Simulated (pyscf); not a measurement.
**Hydrogen shift: H₂C=CH–CH=CH₂ (SMILES C=CC=C) -> H₂C=C=CH–CH₃ (SMILES C=C=CC)**

Gas phase, singlet surface, charge 0. Bonds broken: C2–H7. Bonds formed: C4–H7. PySCF, gas phase, ωB97X-D3(BJ)/def2-SVP geometries. Correlated levels are frozen-core, on RHF or UHF. ΔMP2 is the change of the MP2 total energy from the triple- to the quadruple-zeta basis.

Transition state (Å):

```xyz
10

C      1.3628     0.2603    -0.1046
C      0.0903     0.2744     0.2968
C     -0.8164     0.0615     1.3052
C     -1.8960    -0.5780     0.6089
H      1.6438     0.5757    -1.1135
H      2.1578    -0.1184     0.5485
H     -0.9091    -0.3737    -0.4812
H     -0.7349     0.2970     2.3732
H     -2.4976     0.0473    -0.0597
H     -2.4675    -1.4103     1.0530
```

One imaginary mode, 1907i cm⁻¹; descent along it reached the two sides named.

```tsv
bond	change	reactant side (Å)	saddle	product side
C2–H7	breaks	1.097	1.423	2.7
C4–H7	forms	2.7	1.485	1.099
```

Electronic energies relative to the reactant's lowest minimum found (kJ/mol):

```csv
level,barrier,reaction energy,reverse barrier
ωB97X-D3(BJ)/def2-TZVP,367.2,+46.3,320.9
PBE/def2-TZVP,314.3,+40.9,273.4
r²SCAN/def2-TZVP,336.6,+44.8,291.8
B3LYP-D3(BJ)/def2-TZVP,352.4,+47.8,304.7
PBE0-D3(BJ)/def2-TZVP,342.4,+44.7,297.7
M06-2X/def2-TZVP,358.4,+43.8,314.7
ωB97M-D3(BJ)/def2-TZVP,359.0,+45.6,313.4
HF/def2-TZVP,443.6,+55.9,387.7
MP2/def2-QZVPP,349.5,+52.7,296.7
CCSD/def2-TZVPP,375.3,+51.4,323.9
CCSD(T)/def2-TZVPP,357.3,+52.3,305.1
CCSD(T)/def2-TZVPP + ΔMP2(QZVPP),356.6,+52.8,303.7
```

With CCSD(T)/def2-TZVPP + ΔMP2(QZVPP) energies and thermal terms (ideal gas, 1 atm, RRHO with modes under 100 cm⁻¹ raised to 100, one conformer, R ln 2 for chiral ones without a mode under 150 cm⁻¹), in kJ/mol:

| T (K) | ΔH‡ | ΔG‡ | ΔH | ΔG |
|---|---|---|---|---|
| 298 | 339.1 | 337.4 | +50.7 | +46.8 |
| 600 | 338.5 | 335.9 | +51.4 | +42.5 |
| 900 | 337.9 | 334.8 | +51.7 | +37.9 |
| 1200 | 337.1 | 333.8 | +51.8 | +33.3 |

This is the saddle that the search found; another between the same sides may lie lower. The CCSD(T) − MP2 part came from Ansatz, without density fitting, on the same reference.
